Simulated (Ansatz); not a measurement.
`[CH]1CCC1` radical. The species carries charge 0 and has multiplicity 2.

```xyz
11

C    -0.732   -0.440   -0.763
C    -0.905    0.077    0.627
C     0.620    0.363    0.648
C     0.736   -0.175   -0.803
H    -1.427   -0.844   -1.489
H    -1.253   -0.652    1.370
H    -1.544    0.963    0.729
H     1.175   -0.215    1.387
H     0.882    1.415    0.764
H     1.067    0.564   -1.545
H     1.380   -1.056   -0.924
```

Task: Give the diagnostics of a CCSD(T)/def2-TZVPP run (frozen core, the Gaussian-basis code of Ansatz). (An estimate is asked.)

Result: Ansatz gave: T1 = 0.0114, largest single amplitude 0.032, largest double 0.022, (T) share of the correlation energy 3.9 %, 10 CCSD cycles. ⟨S²⟩ of the UHF reference is 0.767 against 0.75 for a pure state. T1 lies under the customary mark of 0.045 for open shells.
